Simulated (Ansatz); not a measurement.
A calculation on anatase TiO2 (metastable phase) returned lattice constant a 3.775 Å, lattice parameter c 9.530 Å, equilibrium volume per atom 11.32 Å³/atom, bulk modulus 190 GPa.

For reference: lattice constant a 3.784 Å (measured, room temperature, no zero-point or thermal correction; as tabulated in Horn, Schwerdtfeger, Meagher, Refinement of the structure of anatase at several …); lattice parameter c 9.514 Å (measured, room temperature, not corrected to a static lattice; as tabulated in Horn, Schwerdtfeger, Meagher, Refinement of the structure of anatase at several …).

Task: Which level of theory produced these numbers?
A. rVV10 (Ansatz, a program for electronic structure)
B. BLYP (Ansatz)
C. r²SCAN+rVV10 (Ansatz)
D. RPBE (Ansatz)

Result: C, r²SCAN+rVV10 (Ansatz)

The others give: RPBE 3.824 Å, 9.804 Å, 11.94 Å³/atom, 164 GPa; BLYP 3.820 Å, 9.838 Å, 11.96 Å³/atom, 168 GPa; rVV10 3.814 Å, 9.686 Å, 11.74 Å³/atom, 171 GPa.

Unless a cell is named, each level is at its own relaxed cell (BLYP 11.96, r²SCAN+rVV10 11.32, RPBE 11.94, rVV10 11.74 Å³/atom).

Ansatz's density-functional and Hartree–Fock values are scalar-relativistic unless marked +SOC, with PAW data made under PBE.
